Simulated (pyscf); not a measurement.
Structures and frequencies: ωB97X-D3(BJ)/def2-SVP in PySCF. Correlated levels are frozen-core, on RHF or UHF. ΔMP2 is the change of the MP2 total energy from the triple- to the quadruple-zeta basis.

Q: H₃C–Ti(=O)–OH → O=Ti=O + CH₄
Surface: singlet. Broken: C–Ti, H–O. Formed: C–H. Give ΔE‡ and ΔE from CCSD/def2-TZVPP, relative to the reactant's lowest minimum found.

A: ΔE‡ = 45.2 kcal/mol, ΔE = +36.1 kcal/mol. CCSD(T)/def2-TZVPP + ΔMP2(QZVPP) gives 38.7 kcal/mol and +33.0 kcal/mol. Zero-point energy shifts the barrier by -1.3 kcal/mol. It is an elimination, with an imaginary mode of 1443i cm⁻¹. On the product side the descent ends in an adduct with a C–Ti contact, 14.0 kcal/mol under the separated species and 21.1 kcal/mol under the saddle at ωB97X-D3(BJ)/def2-TZVP. What is counted as broken (C–Ti) persists as a longer contact in the product adduct; parting that adduct is a step of its own. At the saddle there is also a short H–Ti contact that neither side keeps. At ωB97X-D3(BJ) the barrier from the zero used here is 41.9 kcal/mol. This is the saddle that the search found; another between the same sides may lie lower. The CCSD(T) − MP2 part came from Ansatz, without density fitting, on the same reference. The frozen core leaves the outer d or s,p core shells of the metals and heavy elements correlated in the MP2 and CC values, and def2-TZVPP describes them poorly, which can shift differences by a few kcal/mol.
